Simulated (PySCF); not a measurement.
Gas-phase reaction: 2 Si + 4 SiH3F = 2 SiHF2 + i-Si4H10

Computed with PySCF and rigid-rotor harmonic-oscillator thermochemistry at 1 bar. † marks an energy on the PBE0/def2-TZVP geometry and frequencies; other levels use their own. MP2 freezes the core. Open shells (unrestricted): Si (multiplicity 3, electronic degeneracy 9), SiHF2 (multiplicity 2); the rest are closed-shell singlets. Spin-orbit splitting is ignored; it lowers the true energy and changes the entropy of Si. B3LYP is the form with VWN-RPA correlation. SiHF2: computed as isolated molecules; such fragments, hydroxides, amides, oligomers or adducts are transient or little studied in the gas. MP2 isn't extrapolated to the basis-set limit; its ΔH°(298 K) is -451.3 kJ in def2-SVP and -494.5 kJ in def2-TZVPP. The harmonic model lacks anharmonicity and excited electronic states, which grow with temperature; levels with a mode under 35 cm⁻¹ are left out. Internal rotation in i-Si4H10 is treated as a harmonic vibration of one conformer, which makes the entropy rough.

```tsv
level	ΔE electronic, kJ	ΔH°(298 K), kJ	ΔS°(298 K), J/K	ΔG°(2500 K), kJ
B3LYP/def2-TZVP†	-478	-480	-338	272
HF/def2-TZVP†	-320	-322	-338	431
M06-2X/def2-TZVP†	-518	-520	-338	232
MP2/def2-TZVPP†	-492	-495	-338	258
PBE/def2-SVP	-574	-577	-337	171
ωB97M-V/def2-TZVP†	-505	-507	-338	246
```
ΔH° is lowest at PBE/def2-SVP and highest at HF/def2-TZVP†. No reference value is set beside these.
